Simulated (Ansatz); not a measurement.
Two structures, one formula

Two relaxed structures of CH₅OS (charge +1), closed shell (PBE0-D4/def2-TZVP; forces vanish, vibrations not checked).

A:

C1  (0.220, -0.091, 0.671)
O2  (1.345, 0.068, -0.038)
S3  (-1.367, 0.403, -0.326)
H4  (-1.158, -0.349, -1.429)
H5  (-0.846, 1.521, -0.879)
H6  (0.161, 0.627, 1.491)
H7  (1.644, -0.753, -0.448)
H8  (-0.022, -1.102, 1.008)
(Å)

B:

C1  (-0.469, 0.596, -0.154)
O2  (0.867, 0.032, 0.003)
S3  (1.144, -1.034, 1.107)
H4  (-1.171, -0.201, -0.404)
H5  (-0.370, 1.296, -0.979)
H6  (-0.753, 1.115, 0.763)
H7  (0.581, -0.499, 2.230)
H8  (0.126, -1.932, 0.961)
(Å)

Ansatz 0.2.0; basis: def2-TZVPP; cores frozen in the correlated methods. B3LYP uses VWN-RPA correlation.

(1) Which structure is lower at CCSD(T), and by how much? (Judge from chemistry; the value comes from the calculation.)

No T1 diagnostic of these runs exceeds 0.013.

Results:

(1) Computed: A, by 21.74 kcal/mol (electronic energy, against the other). By their contacts, A is CH₅OS ([OH][CH2][SH2]), total charge +1 and B is CH₅OS ([CH3][O][SH2]), total charge +1.

All methods give the same order:

```tsv
method	E(B) − E(A) (kcal/mol)
PBE-D4	23.45
r2SCAN-D4	23.00
PBE0-D4	23.16
B3LYP-D4	21.63
wB97M-V	21.57
HF	19.90
MP2	21.88
CCSD	21.44
CCSD(T)	21.74
```

Labels in which every atom is bracketed show which atoms are joined, not bond orders.

For scale, one of the runs: CCSD(T)/def2-TZVPP, 174 basis functions, launched by `ansatz run in.yaml --threads 2 --pin off --events-out ev --progress --plain --max-ram 4352MiB`. Time: 48 s of wall clock on 2 CPU threads of an Arm Neoverse N1; the host was shared. Peak host memory: 1.5 GiB.
